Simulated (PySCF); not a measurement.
## SiB: from constants to spectrum

UHF-CCSD(T) constants of SiB, ⁴Σ⁻ (quartet), unpaired electrons σ ↑, π ↑↑ (basis Si STO-3G, B STO-3G; no relativity; PySCF 2.14; masses 27.9769 and 11.0093 u):

```
ωe              : 955.0 cm⁻¹
ωexe            : 5.25 cm⁻¹
Be              : 0.63188 cm⁻¹
αe              : 0.00413 cm⁻¹
D (centrifugal) : 1.11e-06 cm⁻¹
De to Si + B    : 4.24 eV
```

(1) Give the vibrational terms G(v) and spacings up to v = 6.

(2) How well does the Morse estimate ωe²/(4ωexe) reproduce De, and what is D0?

Correlated steps freeze 6 core orbitals. STO-3G is very small, so such numbers show the basis as much as the molecule. The state was picked by a PBE0 search and need not be the measured ground state.

Results:

(1) G(v) = ωe(v+½) − ωexe(v+½)².

| v | G(v) (cm⁻¹) | G(v) − G(v−1) | Bv (cm⁻¹) |
| --- | --- | --- | --- |
| 0 | 476 |  | 0.6298 |
| 1 | 1421 | 944 | 0.6257 |
| 2 | 2355 | 934 | 0.6216 |
| 3 | 3278 | 924 | 0.6174 |
| 4 | 4191 | 913 | 0.6133 |
| 5 | 5094 | 902 | 0.6092 |
| 6 | 5986 | 892 | 0.6050 |

(2) It gives 5.38 eV, 127 % of the computed De. D0 = De − G(0) = 4.24 − 0.06 = 4.18 eV.
